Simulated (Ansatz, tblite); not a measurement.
**BH2Me (CH5B): a ladder of methods and basis sets**

An exercise on one series of results from a longer session: the logs are not shown, and one member is left open.

The runs use Ansatz 0.2.0, Gaussian basis; as each input shows.

The runs, in order: GFN1-xTB, GFN2-xTB, PBE-D4/def2-TZVP, r2SCAN-D4/def2-TZVP, BHLYP-D4/def2-TZVP, ωB97X-V/def2-TZVP, B3LYP-D4/def2-TZVP, B97M-V/def2-TZVP, LC-ωPBE/def2-TZVP, r2SCAN0-D4/def2-TZVP, revPBE-D4/def2-TZVP, PBE-D4/def2-SVP, PBE0-D4/def2-SVP, HF/6-31G, B3LYP-D4/6-31G, PBE0-D4/def2-TZVPD, PBE-D4/def2-TZVPD, r2SCAN-D4/def2-TZVPD, CCSD(T)/def2-TZVPP, MP2/def2-TZVP, RPA/def2-TZVP, CCSD(T)/def2-TZVPD.

## The geometry

The geometry is that of the singlet, from an earlier relaxation (r2SCAN-D4/def2-TZVP).

7 atoms, charge 0, spin multiplicity 1.

Bond lengths: B1–H2 1.198 Å, B1–H3 1.198 Å, B1–C4 1.547 Å, C4–H5 1.106 Å, C4–H6 1.091 Å, C4–H7 1.092 Å. Angles: H2–B1–H3 118.2°, H2–B1–C4 120.8°, H3–B1–C4 120.9°, B1–C4–H5 103.0°, B1–C4–H6 115.5°, B1–C4–H7 115.4°, H5–C4–H6 105.6°, H5–C4–H7 105.5°, H6–C4–H7 110.5°.

PBE0-D4/def2-TZVP was run before; its log isn't repeated, and its numbers join the tables.

The first run:

Tight binding, by tblite at 300 K electronic temperature and without a spin-polarisation term:

```python
tblite.interface.Calculator('GFN1-xTB', numbers, positions, charge=0, uhf=0).singlepoint()
```

Tight binding, by tblite at 300 K electronic temperature and without a spin-polarisation term:

```python
tblite.interface.Calculator('GFN2-xTB', numbers, positions, charge=0, uhf=0).singlepoint()
```

start.molden holds the orbitals of an earlier run on this state, given as this run's starting guess.

The input, in.yaml:

```yaml
crystal:
  periodic: [false, false, false]
  atoms:
    - {symbol: B, position_ang: [0.436416, 0.763522, 0.013520]}
    - {symbol: H, position_ang: [1.634268, 0.780066, 0.027272]}
    - {symbol: H, position_ang: [-0.142343, 1.804246, -0.117301]}
    - {symbol: C, position_ang: [-0.337797, -0.574909, 0.072576]}
    - {symbol: H, position_ang: [-0.403681, -0.871095, -0.990504]}
    - {symbol: H, position_ang: [-1.369160, -0.506910, 0.423138]}
    - {symbol: H, position_ang: [0.182296, -1.394920, 0.571288]}
basis:
  gaussian: {orbitals: def2-TZVP, initial_orbitals: start.molden}
hamiltonian: {xc: pbe, dispersion: d4}
scf: {omitted_lower_state_checks: [starts]}
output: {orbitals: {seedname: orbitals}}
```

Launch:

```
$ ansatz run in.yaml --threads 4 --pin off --events-out ev --progress --plain --max-ram 3916MiB
```

Steps of the session up to this table: PBE-D4/def2-TZVP; r2SCAN-D4/def2-TZVP; BHLYP-D4/def2-TZVP; ωB97X-V/def2-TZVP; B3LYP-D4/def2-TZVP; B97M-V/def2-TZVP; LC-ωPBE/def2-TZVP; r2SCAN0-D4/def2-TZVP; revPBE-D4/def2-TZVP; PBE-D4/def2-SVP; PBE0-D4/def2-SVP; HF/6-31G; B3LYP-D4/6-31G; PBE0-D4/def2-TZVPD; PBE-D4/def2-TZVPD; r2SCAN-D4/def2-TZVPD; CCSD(T)/def2-TZVPP; MP2/def2-TZVP; RPA/def2-TZVP; CCSD(T)/def2-TZVPD.

One of the session's tables, all rows but one given; the rest of the session is left out.

It belongs to the step «Levels side by side». 

```
               level  HOMO (eV)  gap (eV)
            HF/6-31G     -12.43     15.47
     PBE-D4/def2-SVP      -7.47      5.32
    PBE-D4/def2-TZVP      -7.58      5.33
   PBE-D4/def2-TZVPD      -7.58      5.32
 revPBE-D4/def2-TZVP      -7.57      5.43
 r2SCAN-D4/def2-TZVP      -7.89      6.11
r2SCAN-D4/def2-TZVPD      -7.90      6.11
    B97M-V/def2-TZVP          ?         ?
      B3LYP-D4/6-31G      -8.66      7.61
  B3LYP-D4/def2-TZVP      -8.83      7.37
    PBE0-D4/def2-SVP      -8.93      7.82
   PBE0-D4/def2-TZVP      -8.99      7.79
  PBE0-D4/def2-TZVPD      -9.00      7.78
r2SCAN0-D4/def2-TZVP      -9.20      8.27
  BHLYP-D4/def2-TZVP     -10.40     10.22
   LC-ωPBE/def2-TZVP     -11.87     12.99
   ωB97X-V/def2-TZVP     -11.52     12.52
```

Q: Estimate the row for B97M-V/def2-TZVP from the others.

The run gave: HOMO (eV): -7.95; gap (eV): 6.02. In the column «HOMO (eV)» it lies between B3LYP-D4/6-31G (-8.66) and r2SCAN-D4/def2-TZVPD (-7.90).
